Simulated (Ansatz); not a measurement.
Ansatz (a quantum-chemistry and plane-wave program) input (PBE/def2-TZVPPD): A basis named .json is the Basis Set Exchange file of that set (core-valence sets with the plain set on hydrogen).

Ansatz 0.2 input:
```yaml
crystal:
  periodic: [false, false, false]
  atoms:
    - {symbol: O, position_ang: [0.00087921, 0.00996717, 0.66372784]}
    - {symbol: C, position_ang: [-0.00069266, -0.00785239, -0.52290140]}
    - {symbol: H, position_ang: [0.00580988, 0.95150323, -1.10075038]}
    - {symbol: H, position_ang: [-0.00868758, -0.98412628, -1.07166392]}
basis:
  gaussian:
    orbitals: def2-TZVPPD.json
hamiltonian:
  xc: {name: PBE}
total_charge: 1
magnetization: {spin_polarized: true, initial_magnetization: 1}
```

Output:

```
Functional definition: PBE
integrals: 0.02 GiB planned
476 factors; their error is unknown
mean field: 0.28 GiB planned
mean field evaluation 1: about -3091.0599 eV, gradient 5.8e1 eV
mean field evaluation 2: about -3040.0540 eV, gradient 1.1e2 eV
mean field evaluation 4: about -3102.3325 eV, gradient 1.2e1 eV
mean field evaluation 8: about -3102.8435 eV, gradient 1.3e-1 eV
mean field evaluation 16: about -3102.8291 eV, gradient 3.7e-5 eV
mean field -3102.82909360 eV, -114.0268660169 hartree, gradient 3.8e-5 eV, S^2 0.754846; 0 other end points of the search recorded, 0 dependent functions left out
reference -3102.82911929 eV, -114.0268669608 hartree; 8, 7 occupied and 103, 104 virtual orbitals, 476 factors
Total energy: -3102.82911929 eV, -114.0268669608 hartree
```
